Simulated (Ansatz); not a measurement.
Rutile TiO2, treated with PBE in Ansatz (plane waves, PAW).

Run with plane-wave cutoff 520 eV, 6×6×8 k mesh (along the axes of the cell as run), no spin polarisation, scalar-relativistic PAW data made under PBE.

Computed at the level's own relaxed cell.

Hill averages of the elastic tensor: K = 207.8 GPa, G = 108.8 GPa. Volume 10.651 Å³/atom, mean atomic mass 26.622 u.

Question: Work out the density, the sound velocities of a polycrystal and the elastic Debye temperature at this level.

Answer: ρ = 1.66054 × 26.622/10.651 = 4.150 g/cm³. v_l = √[(K + 4G/3)/ρ] = 9.221 km/s and v_t = √(G/ρ) = 5.120 km/s. The mean follows from 3/v_m³ = 1/v_l³ + 2/v_t³: v_m = 5.703 km/s. Θ_D = (ħ/k_B) v_m (6π²/V)^(1/3) = 76.38 K Å s/km × 5.703 × 1.7716 Å⁻¹ = 772 K, counting all atoms of the cell.

Ansatz is a quantum-chemistry and plane-wave program.
